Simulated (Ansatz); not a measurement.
One starting cell of LiCl (a generated trial cell of LiCl in the rocksalt structure type) was relaxed twice with Ansatz (plane waves, PAW, scalar-relativistic): with r2SCAN at 500 eV and with PBE at 420 eV. The r2SCAN result:

Space group Fm-3m (No. 225); a = b = c = 5.112 Å, α = β = γ = 90.00°

```
atom  site  symmetry       x       y       z
----  ----  --------  ------  ------  ------
Cl      4a      m-3m  0.0000  0.0000  0.0000
Li      4b      m-3m  0.5000  0.5000  0.5000
```
(The calculation used a cell of 2 atoms; values per cell refer to that cell.)

| quantity | r2SCAN | PBE |
|---|---|---|
| space group | Fm-3m | Fm-3m |
| volume (Å³/atom) | 16.70 | ___ |
| a (Å) | 5.112 | ___ |
| gap (eV, no spin-orbit coupling) | 7.29 | ___ |

Q: Fill in the PBE column.

A: 
- volume (Å³/atom), PBE: 17.08
- a (Å), PBE: 5.150
- gap (eV, no spin-orbit coupling), PBE: 6.26

Both levels end in the same structure; PBE's volume is 2.3 % larger; its gap is 1.03 eV smaller. Neither column is exact.

No spin polarisation in the result.

Measured for LiCl: a 5.07 Å (static lattice; corrected from measurement; as listed in Daniel Mejia-Rodriguez, S. B. Trickey, Phys. Rev. B (2018)); gap 9.57 eV (static lattice; corrected from measurement; as listed in Wei Chen et al., Physical Review Materials (2018)). Computed minus measured — a: r2SCAN +0.8 %, PBE +1.6 %; gap: r2SCAN -2.28 eV, PBE -3.31 eV. The computed values are for a static lattice, and a measured gap can be an optical one, lowered by exciton binding.

The run could not lose the symmetry of its start; a randomly shaken copy of 2 atoms returns to this structure.

All atoms sit on sites fixed by symmetry, so only the cell could relax.

Ansatz is a program for electronic structure.
